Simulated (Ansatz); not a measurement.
## C₂H₄S, SMILES C1CS1: an active-space calculation

Computed with Ansatz's Python interface.

`cas_c2h4s.py`:
```python
"""Active-space calculation on C2H4S."""

import ansatz as az
from rdkit import Chem
from rdkit.Chem import AllChem

# a force-field geometry from the SMILES
rd = Chem.AddHs(Chem.MolFromSmiles("C1CS1"))
AllChem.EmbedMolecule(rd, randomSeed=870)
AllChem.UFFOptimizeMolecule(rd)
c2h4s = az.Crystal.molecule()
for atom, xyz in zip(rd.GetAtoms(), rd.GetConformer().GetPositions()):
    c2h4s = c2h4s.atom(atom.GetSymbol(), xyz.round(5).tolist())

model = (
    c2h4s.calculation()
    .basis(gaussian="cc-pVDZ")
    .correlation(active_electrons=4, active_orbitals=4)
)
for method in ["sc_nevpt2"]:
    rep = (model if method is None else model.correlation(method)).run().report
    space = rep["configurations"]
    state = space["states"][0]
    print(method or "casscf", f"total {rep['free_energy_ev'] / 27.211386246:.6f} Ha, active-space state {state['energy']['hartree']:.6f} Ha, mean field {rep['reference_energy_ev'] / 27.211386246:.6f} Ha")
    print("  determinants", state["n_determinants"], " natural occupations", [round(n, 3) for n in space["natural_occupations"]])
print("effectively unpaired electrons, sum of min(n, 2 - n):", round(sum(min(n, 2 - n) for n in space["natural_occupations"]), 3))
```

```console
$ python cas_c2h4s.py
sc_nevpt2 total -475.980976 Ha, active-space state -475.605870 Ha, mean field -475.565410 Ha
  determinants 36  natural occupations [1.962, 1.96, 0.05, 0.029]
effectively unpaired electrons, sum of min(n, 2 - n): 0.157
```

Total energies depend on the basis set; only differences at equal settings carry meaning. The geometry is a force-field or estimated start, not a minimum of this method, and the basis set is short of its limit. The active space starts as a window about the frontier orbitals and is then optimised, not chosen by chemistry. Run time: 3 s on 1 thread of Arm Neoverse V1, with other jobs on the host, peak memory 0.23 GiB.
